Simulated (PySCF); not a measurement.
Species: C3H6FNO.
Atom-mapped SMILES: `[NH2:1][C:2](=[O:3])[CH2:4][CH2:5][F:6]` (hydrogens: H7, H8 on N1; H9, H10 on C4; H11, H12 on C5)

Cartesian coordinates in Å at the GFN2-xTB level; atoms count from 1:
```
atom  x, y, z in Å
N1     2.0164    0.3941    0.1307
C2     0.6892    0.6478    0.2069
O3     0.2501    1.7090    0.5819
C4    -0.1787   -0.5257   -0.2221
C5    -1.6544   -0.1701   -0.1128
F6    -2.4230   -1.2401   -0.5045
H7     2.3793   -0.4878   -0.1823
H8     2.6638    1.1170    0.3974
H9     0.0592   -0.7935   -1.2541
H10    0.0400   -1.3879    0.4122
H11   -1.9099    0.6694   -0.7648
H12   -1.9309    0.0672    0.9179
```

A PySCF run (density fitting, gas phase, GFN2-xTB geometry) gave HOMO -7.78 eV, LUMO 0.30 eV, dipole 3.84 D.

Problem. Which of these levels was it?
A. HF/Sadlej pVTZ
B. PBE0/def2-SVPD
C. PBE0/pcSseg-1

Solution. B. It is PBE0/def2-SVPD. All candidates on this geometry:

| level and settings | kind | basis functions | SCF cycles | E (Eh) | HOMO (eV) | LUMO (eV) | dipole (D) |
| --- | --- | --- | --- | --- | --- | --- | --- |
| PBE0/def2-SVPD | global hybrid | 174 | 14 | -347.1585 | -7.78 | 0.30 | 3.84 |
| PBE0/pcSseg-1 | global hybrid | 132 | 14 | -347.3547 | -7.67 | 0.62 | 3.80 |
| HF/Sadlej pVTZ, level shift 0.3 Eh | Hartree–Fock | 198 | 14 | -345.9686 | -11.61 | 0.69 | 3.92 |

The nearest other candidate, by the summed differences of HOMO and LUMO, is PBE0/pcSseg-1: its HOMO differs by +0.11 eV and its LUMO by +0.32 eV. Cycle counts include a coarse-grid stage where the run had one.
